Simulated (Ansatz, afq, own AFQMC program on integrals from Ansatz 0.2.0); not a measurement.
# Ge₂H₃, doublet in cc-pVDZ, levels against AFQMC with the constraint released

```csv
atom,x (Å),y (Å),z (Å)
Ge,-0.0020,0.0000,1.2075
Ge,-0.0014,0.0000,-1.2815
H,1.5002,0.0000,1.5882
H,-0.6286,1.2435,1.8741
H,-0.6287,-1.2435,1.8741
```

Connectivity, by distances: GeH3–Ge.

Basis cc-pVDZ. Noble-gas cores (and the filled d shells of Ga–Kr and In–Xe) are frozen. AFQMC by an in-house program on the Cholesky factors that Ansatz 0.2.0 writes for its CCSD(T) run. The CISD trial takes its coefficients from CCSD amplitudes. Released means that phaseless walkers are propagated on without the constraint, phases kept. Free projection: walkers drawn from exp(T), propagated without any constraint. Its projection time is finite, and what remains of the start isn't in its error. ± is one standard error of the sampling. No spin–orbit coupling.

Determinant: UHF, the one that the program's search chose, which needn't be the lowest solution. The geometry is a point of a scan.

No full CI on the walks' own integrals is used here. The released AFQMC energy serves as the reference, which it does only where one determinant dominates, the energy is flat over the last release times and near the phaseless one (40 meV or 2 meV an electron, half that with transition metals). On small molecules, where full CI could be run and the noise was under 10 meV, such values lay within 10 meV of it in 19 cases of 20, a flattering rate, since the rule was set on those same cases; what remains of the bias isn't in the error bar.

Cautions: no relativity below Rb; no spin-orbit coupling; inner d shell frozen; the ph-AFQMC/CISD walk drifts between its halves (2.7 errors); the released value is read at 2.40 1/Eh with a noise of 13 meV, more than in the cases checked (meV from the phaseless value at times in 1/Eh: -2 ± 12 at 0.24, -7 ± 10 at 0.51, -12 ± 11 at 0.99, -10 ± 11 at 1.62, -13 ± 13 at 2.40).

* T1 diagnostic: 0.0226
* weight of the determinant in the CISD state: 0.864
* ⟨S²⟩ of the determinant: 0.780
* size of the correlated space: 11 electrons in 41 orbitals

Reference: AFQMC with the constraint released, correlation energy -5.487 ± 0.013 eV.

| level | E − E(reference) (mEh) | share of correlation (%) |
| --- | --- | --- |
| HF | 201.66 ± 0.48 | 0.00 |
| MP2 | 47.70 ± 0.48 | 76.34 |
| CCSD | 6.25 ± 0.48 | 96.90 |
| CCSD(T) | 1.35 ± 0.48 | 99.33 |
| ph-AFQMC/CISD | 0.48 ± 0.62 | 99.76 |
| free AFQMC | 0.17 ± 0.60 | 99.91 |

Free projections are given only where their last times agree within the noise and don't stop above the reference; a slow remainder of the start can still hide under it. A walk keeps the symmetry of its determinant, which the program's search chose and which needn't be the lowest solution, so a lower state of the same spin and another symmetry isn't excluded. Released energies are given only where the last usable release times agree within the noise; a slower fall can still hide under it.
